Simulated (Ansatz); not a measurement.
**Si2H2 (singlet): wave-function methods side by side, cc-pVDZ**

Aim: climb from Hartree-Fock through coupled cluster and multireference methods for Si2H2 (singlet) at one geometry and basis, and see what each rung misses.

The runs use Ansatz 0.2.0, Gaussian basis; cc-pVDZ, core rule «outside noble gas», up to 10 orbitals frozen.

Plan: UHF; CCSD(T) on RHF; CCSD(T) on UHF; BCCD(T) on RHF; CISD; CCSDT(Q) on RHF; CCSDT(Q) on UHF; CCSDTQ on RHF; CASSCF and MRCISD+Q, 10 electrons in 10 orbitals; CASSCF and MRCISD+Q(relaxed), 10 electrons in 10 orbitals; CASSCF and NEVPT2, 10 electrons in 10 orbitals.

4 further runs of the same task are left out: 4 set aside as unsound or not needed.

## Step 1: The system

The geometry is a PBE0/def2-TZVP stationary point (not a proven minimum).

4 atoms, charge 0, spin multiplicity 1.

Atoms are counted from 1 here; the program's logs count them from 0.

Bond lengths: Si1–Si2 2.101 Å, Si1–H3 1.493 Å, Si1–H4 1.638 Å, Si2–H4 1.718 Å. Angles: Si2–Si1–H3 160.7°, Si2–Si1–H4 53.0°, H3–Si1–H4 107.8°, Si1–Si2–H4 49.5°, Si1–H4–Si2 77.5°.

## Step 2: UHF

File in.yaml:

```yaml
crystal:
  periodic: [false, false, false]
  atoms:
    - {symbol: Si, position_ang: [0.000000, 0.064094, 1.005387]}
    - {symbol: Si, position_ang: [0.000000, -0.004642, -1.094839]}
    - {symbol: H, position_ang: [0.000000, -0.381837, 2.430212]}
    - {symbol: H, position_ang: [0.000000, -1.274751, 0.062301]}
basis:
  gaussian: {orbitals: cc-pVDZ}
magnetization: {spin_polarized: true, initial_magnetization: 0}
hamiltonian: {xc: hf}
output: {orbitals: {seedname: orbitals}}
```

Started as:

```bash
> ansatz run in.yaml --threads 1 --pin off --events-out ev --progress --plain --max-ram 4096MiB --backend cpu
```

After this run come: CCSD(T) on RHF; CCSD(T) on UHF; BCCD(T) on RHF; CISD; CCSDT(Q) on RHF; CCSDT(Q) on UHF; CCSDTQ on RHF; CASSCF and MRCISD+Q, 10 electrons in 10 orbitals; CASSCF and MRCISD+Q(relaxed), 10 electrons in 10 orbitals; CASSCF and NEVPT2, 10 electrons in 10 orbitals.

Q: Predict the results of all the runs planned. Wanted: RCCSDTQ below the RHF energy; RMP2 from RCCSDTQ; RCCSD from RCCSDTQ; RCCSD(T) from RCCSDTQ; RCCSDT(Q) from RCCSDTQ; NEVPT2 valence from RCCSDTQ; MRCISD+Q valence from RCCSDTQ; MRCISD+Q(relaxed) valence from RCCSDTQ; T1 diagnostic.

**Answer**, as computed:

```
                              quantity                                                           value
          RCCSDTQ below the RHF energy                                                      -6.4522 eV
                     RMP2 from RCCSDTQ                                                   +121.6 kJ/mol
                    RCCSD from RCCSDTQ                                                    +36.3 kJ/mol
                 RCCSD(T) from RCCSDTQ                                                     +6.0 kJ/mol
                RCCSDT(Q) from RCCSDTQ                                                      0.0 kJ/mol
           NEVPT2 valence from RCCSDTQ                                                    +90.3 kJ/mol
         MRCISD+Q valence from RCCSDTQ                                                     +0.7 kJ/mol
MRCISD+Q(relaxed) valence from RCCSDTQ                                                     -2.3 kJ/mol
     levels within 1 kcal/mol (43 meV)  RCCSDT, RCCSDT(Q), MRCISD+Q valence, MRCISD+Q(relaxed) valence
                         T1 diagnostic                                                           0.019
        effectively unpaired electrons                                                            0.12
```

RCCSD(T) misses by +6.0 kJ/mol, 1.0 % of the correlation energy. One determinant dominates. Of the multireference levels listed MRCISD+Q valence comes nearest in total energy (+0.7 kJ/mol), which doesn't show that its space is the better one. These misses are within one basis, not against nature.
